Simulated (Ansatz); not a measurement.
# CH4Si (SMILES C=[SiH2]): levels of theory compared

Wanted: a comparison of 6 runs (CAM-B3LYP/STO-3G, UPBE0/STO-3G, wB97M-V/STO-3G, wB97X/STO-3G, CCSDT/STO-3G, CCSD/STO-3G) of CH4Si. 

The calculation is run with Ansatz 0.2.0.

43 further runs of the same task are left out: 43 set aside as unsound or not needed.

## Step 1: The molecule

CH4Si: 6 atoms, total charge 0, spin state singlet. SMILES: `C=[SiH2]`. The H6–Si2 distance was set to 2.187 Å, away from the relaxed value. At this shape a bond of the SMILES string is far longer than usual.

Bond lengths: C1–Si2 1.748 Å, C1–H3 1.077 Å, C1–H4 1.077 Å, Si2–H5 1.458 Å. Angles: C1–Si2–H5 124.5°, Si2–C1–H3 122.4°, Si2–C1–H4 122.5°, H3–C1–H4 115.0°. A long bond or contact: Si2–H6 2.187 Å.

## Step 2: A single-point energy at CAM-B3LYP/STO-3G (run 1)

Contents of in.yaml:

```yaml
crystal:
  periodic: [false, false, false]
  atoms:
    - {symbol: C, position_ang: [-1.205966, -0.863364, 0.196656]}
    - {symbol: Si, position_ang: [0.143994, 0.135556, 0.680016]}
    - {symbol: H, position_ang: [-1.875786, -1.312814, 0.909886]}
    - {symbol: H, position_ang: [-1.430196, -1.074364, -0.834984]}
    - {symbol: H, position_ang: [0.485704, 0.449766, 2.062506]}
    - {symbol: H, position_ang: [1.545870, 1.084200, -0.705300]}
basis:
  gaussian:
    orbitals: STO-3G
hamiltonian:
  xc: {name: CAM-B3LYP}
accuracy: high
```

Started as:

```
ansatz run in.yaml --threads 1 --pin off --max-ram 2610MiB --events-out events.jsonl --progress --plain --runs-dir runs
```

The program printed:

```text
Warning: RAYON_NUM_THREADS=1 ignored (pool sized by the plan → 1); use --threads N
Functional definition: CAM-B3LYP
  name "CAM-B3LYP"
  parameter alpha = 0.19
  parameter beta = 0.46
  parameter omega = 0.33/bohr
  parameter ac = 0.81
  exchange = (1 - alpha - beta)*b88_x + beta*b88_x_sr(omega) + alpha*exact_x + beta*exact_x_lr(omega)
  correlation = (1 - ac)*vwn5_c + ac*lyp_c
310 factors; integrals over basis functions are off by at most 6.0e-9 eV
154 factors; integrals over basis functions are off by at most 8.1e-10 eV
mean field evaluation 1: about -8865.5808 eV, gradient 2.6e1 eV
mean field evaluation 2: about -8862.5317 eV, gradient 4.1e1 eV
mean field evaluation 4: about -8868.3590 eV, gradient 9.6e-1 eV
mean field evaluation 8: about -8868.2830 eV, gradient 6.8e-3 eV
mean field evaluation 16: about -8868.2830 eV, gradient 5.8e-8 eV
mean field -8868.28302750 eV, -325.9033901223 hartree, gradient 1.5e-8 eV, S^2 0.000000; 0 other end points of the search recorded, 0 dependent functions left out
reference -8868.28304161 eV, -325.9033906412 hartree; 12, 12 occupied and 6, 6 virtual orbitals, 310 factors
Total energy: -8868.28304161 eV, -325.9033906412 hartree
```

Run time: 1.3 s. Hardware: 1 thread of Arm Neoverse V1, shared host; peak memory 0.094 GiB.

## Step 3: A single-point energy at UPBE0/STO-3G (run 2)

Contents of molecule.yaml:

```yaml
crystal:
  periodic: [false, false, false]
  atoms:
    - {symbol: C, position_ang: [-1.205966, -0.863364, 0.196656]}
    - {symbol: Si, position_ang: [0.143994, 0.135556, 0.680016]}
    - {symbol: H, position_ang: [-1.875786, -1.312814, 0.909886]}
    - {symbol: H, position_ang: [-1.430196, -1.074364, -0.834984]}
    - {symbol: H, position_ang: [0.485704, 0.449766, 2.062506]}
    - {symbol: H, position_ang: [1.545870, 1.084200, -0.705300]}
basis:
  gaussian:
    orbitals: STO-3G
magnetization:
  spin_polarized: true
  initial_magnetization: 0
hamiltonian:
  xc: pbe0
accuracy: high
```

Started as:

```
ansatz run molecule.yaml --threads 1 --pin off --max-ram 2610MiB --events-out events.jsonl --progress --plain --runs-dir runs
```

The program printed:

```text
Warning: RAYON_NUM_THREADS=1 ignored (pool sized by the plan → 1); use --threads N
Functional definition: PBE0
  name "PBE0"
  parameter a = 0.25
  parameter kappa = 0.804
  parameter beta = 0.06672455060314922
  exchange = (1 - a)*pbe_x(kappa = kappa, mu = beta*pi^2/3) + a*exact_x
  correlation = pbe_c(beta = beta)
310 factors; integrals over basis functions are off by at most 6.0e-9 eV
mean field evaluation 1: about -8862.0744 eV, gradient 2.0e1 eV
mean field evaluation 2: about -8852.2813 eV, gradient 4.0e1 eV
mean field evaluation 4: about -8865.3008 eV, gradient 1.2e0 eV
mean field evaluation 8: about -8865.2426 eV, gradient 1.1e-2 eV
mean field evaluation 16: about -8865.2426 eV, gradient 1.3e-8 eV
mean field -8865.24261011 eV, -325.7916568442 hartree, gradient 1.4e-8 eV, S^2 0.000000; 2 other end points of the search recorded, 0 dependent functions left out
reference -8865.24261164 eV, -325.7916569006 hartree; 12, 12 occupied and 6, 6 virtual orbitals, 310 factors
Total energy: -8865.24261164 eV, -325.7916569006 hartree
```

Run time: 1.9 s. Hardware: 1 thread of Arm Neoverse V1, shared host; peak memory 0.13 GiB.

## Step 4: The energy at wB97M-V/STO-3G (run 3)

Contents of input.yaml:

```yaml
crystal:
  periodic: [false, false, false]
  atoms:
    - {symbol: C, position_ang: [-1.205966, -0.863364, 0.196656]}
    - {symbol: Si, position_ang: [0.143994, 0.135556, 0.680016]}
    - {symbol: H, position_ang: [-1.875786, -1.312814, 0.909886]}
    - {symbol: H, position_ang: [-1.430196, -1.074364, -0.834984]}
    - {symbol: H, position_ang: [0.485704, 0.449766, 2.062506]}
    - {symbol: H, position_ang: [1.545870, 1.084200, -0.705300]}
basis:
  gaussian:
    orbitals: STO-3G
magnetization:
  spin_polarized: false
  initial_magnetization: 0
hamiltonian:
  xc: {name: wB97M-V}
accuracy: high
```

Started as:

```
ansatz run input.yaml --threads 1 --pin off --max-ram 2610MiB --events-out events.jsonl --progress --plain --runs-dir runs
```

The program printed (excerpt; [...] marks lines left out):

```text
Warning: RAYON_NUM_THREADS=1 ignored (pool sized by the plan → 1); use --threads N
Functional definition: wB97M-V
  name "wB97M-V"
[...]
  gx(w, u) = 1 - cx + cx01*u + cx10*w
  gss(w, u) = css00 + css04*u^4 + css10*w + css20*w^2 + css43*w^4*u^3
  gos(w, u) = cos00 + cos10*w + (cos20 + cos21*u)*w^2 + (cos60 + cos61*u)*w^6
[...]
      + integral(e_c_pw_mod_opposite_spin*gos(b97_w_opposite, b97_u_opposite)) + vv10(b, c)
310 factors; integrals over basis functions are off by at most 6.0e-9 eV
145 factors; integrals over basis functions are off by at most 6.3e-10 eV
[...]
mean field -8869.87092610 eV, -325.9617443196 hartree, gradient 1.8e-8 eV, S^2 0.000000; 0 other end points of the search recorded, 0 dependent functions left out
reference -8869.87092883 eV, -325.9617444202 hartree; 12, 12 occupied and 6, 6 virtual orbitals, 310 factors
Total energy: -8869.87092883 eV, -325.9617444202 hartree
```

Run time: 18 s. Hardware: 1 thread of Arm Neoverse V1, shared host; peak memory 0.27 GiB.

Runs 4 to 5 aren't shown in full; the table further down has their settings and results.

## Step 5: A single-point energy at CCSD/STO-3G (run 6)

in.yaml: that of step 2 with these lines changed.

```diff
@@ -12,4 +12,7 @@
     orbitals: STO-3G
-hamiltonian:
-  xc: {name: CAM-B3LYP}
+correlation:
+  method: ccsd
+  frozen_orbitals: {C: 1, H: 0, Si: 5}
 accuracy: high
+scf:
+  omitted_lower_state_checks: [cluster_reference, increment]
```

Started as:

```
ansatz run in.yaml --threads 1 --pin off --max-ram 2610MiB --events-out events.jsonl --progress --plain --runs-dir runs
```

The program printed:

```text
Warning: RAYON_NUM_THREADS=1 ignored (pool sized by the plan → 1); use --threads N
[... 12 lines left out ...]
6 core orbitals not correlated: weight in the atoms' cores, before any rotation towards them, 1.000 or more for the frozen orbitals, at most 0.000 for the correlated occupied ones
[... 28 lines left out ...]
Total energy: -8851.10746854 eV, -325.2721999728 hartree
Checks for a lower state left out: cluster_reference, increment
```

Wall time 0.16 s (1 thread of Arm Neoverse V1, shared host).

## Step 6: All runs side by side

```csv
run,level,frozen core orbitals,energy (Eh),wall time
1,CAM-B3LYP/STO-3G,–,-325.903391,1.3 s
2,UPBE0/STO-3G,–,-325.791657,1.9 s
3,wB97M-V/STO-3G,–,-325.961744,18 s
4,wB97X/STO-3G,–,-325.933595,4.8 s
5,CCSDT/STO-3G,6,-325.276096,0.28 s
6,CCSD/STO-3G,6,-325.272200,0.16 s
```

## Step 7: Outcome

```
                                          quantity          value
                               run 6: total energy  -325.27220 Eh
run 6: correlation energy (6 core orbitals frozen)     -202.2 mEh
                              run 6: T1 diagnostic          0.020
```

**Reading.** Totals of different functionals can't be ranked against each other. In runs 5, 6 the log says that unrestricted orbitals would lower the reference, so the values rest on an unstable closed-shell determinant (other closed-shell runs at this shape may share the fault). In runs 1, 2, 3, 4, 5, 6 the basis is minimal, so the values are rough. All runs together took 26 s, the longest 18 s.
